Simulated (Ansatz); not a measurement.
The input, for Ansatz 0.2.0:

```yaml
crystal:
  periodic: [false, false, false]
  atoms:
    - {symbol: Al, position_ang: [0.000000, -0.013359, 0.697800]}
    - {symbol: N, position_ang: [0.000000, 0.139402, -1.205049]}
    - {symbol: H, position_ang: [0.000000, -1.579578, -1.933606]}
basis:
  gaussian: {orbitals: 6-31G}
magnetization: {spin_polarized: false, initial_magnetization: 3}
correlation: {method: ccsdtq, electrons: outside_noble_gas}
```

```sh
$ ansatz run in.yaml --threads 1 --pin off --events-out ev --progress --plain --max-ram 2393MiB
```

(1) Roughly how long does this take on 1 thread of Arm Neoverse V2, shared host, and how much host memory?

```
517 factors; integrals over basis functions are off by at most 1.0e-7 eV
mean field evaluation 1: about -8070.9958 eV, gradient 1.6e1 eV
mean field evaluation 2: about -8071.0436 eV, gradient 1.6e1 eV
mean field evaluation 4: about -8072.9128 eV, gradient 3.6e0 eV
mean field evaluation 8: about -8074.0051 eV, gradient 1.2e0 eV
mean field evaluation 16: about -8074.1679 eV, gradient 4.3e-1 eV
mean field evaluation 32: about -8073.9566 eV, gradient 1.8e0 eV
mean field evaluation 64: about -8073.4454 eV, gradient 3.3e-3 eV
mean field evaluation 96: about -8074.2010 eV, gradient 1.2e-6 eV
mean field evaluation 128: about -8073.9844 eV, gradient 2.9e0 eV
mean field evaluation 160: about -8073.8796 eV, gradient 2.9e0 eV
...
cycle  37  -3.40640261 eV  change   -3.2e-6 eV  update   2.7e-6
cycle  38  -3.40640522 eV  change   -2.6e-6 eV  update   2.0e-6
cycle  39  -3.40640721 eV  change   -2.0e-6 eV  update   1.3e-6
cycle  40  -3.40640878 eV  change   -1.6e-6 eV  update   9.8e-7
cycle  41  -3.40640918 eV  change   -4.0e-7 eV  update   8.8e-7
cycle  42  -3.40641000 eV  change   -8.2e-7 eV  update   6.4e-7
cycle  43  -3.40641033 eV  change   -3.3e-7 eV  update   4.4e-7
cycle  44  -3.40641053 eV  change   -2.0e-7 eV  update   3.6e-7
cycle  45  -3.40641082 eV  change   -2.9e-7 eV  update   2.5e-7
cycle  46  -3.40641096 eV  change   -1.3e-7 eV  update   2.1e-7
Total energy: -8077.60741862 eV, -296.8465974354 hartree
```

For the same geometry and basis full CI lies 0.6 meV lower.

Results:

(1) 48 s wall and 0.26 GiB.
